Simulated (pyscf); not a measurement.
CH₄ (SMILES C) + F–GaH–F (SMILES [F][GaH][F]) -> H₃C–Ga(F)–F (SMILES [CH3][Ga]([F])[F]) + H₂ (SMILES [H][H]) (four-centre exchange; singlet surface; C–H, Ga–H broken, C–Ga, H–H formed). PySCF, gas phase, ωB97X-D3(BJ)/def2-SVP geometries. Energies in kJ/mol from the separated reactants.

```tsv
level	barrier	reaction energy
ωB97X-D3(BJ)/def2-TZVP	328.0	+20.6
PBE/def2-TZVP	…	+23.7
PBE0-D3(BJ)/def2-TZVP	307.9	+24.4
M06-2X/def2-TZVP	317.3	+15.9
ωB97M-D3(BJ)/def2-TZVP	…	…
HF/def2-TZVP	428.6	+45.9
```

Task: Fill in the missing entries.

Result: 
- PBE/def2-TZVP, barrier: 292.2
- ωB97M-D3(BJ)/def2-TZVP, barrier: 328.2
- ωB97M-D3(BJ)/def2-TZVP, reaction energy: +27.5

The functionals in the table span 35.9 kJ/mol in this barrier, from PBE to ωB97M-D3(BJ)/def2-TZVP. On the reactant side the descent ends in a complex, 19.1 kJ/mol under the separated species and 347.1 kJ/mol under the saddle at ωB97X-D3(BJ)/def2-TZVP. This is the saddle that the search found; another between the same sides may lie lower. Elements up to Kr have no core potential and no relativistic terms here.
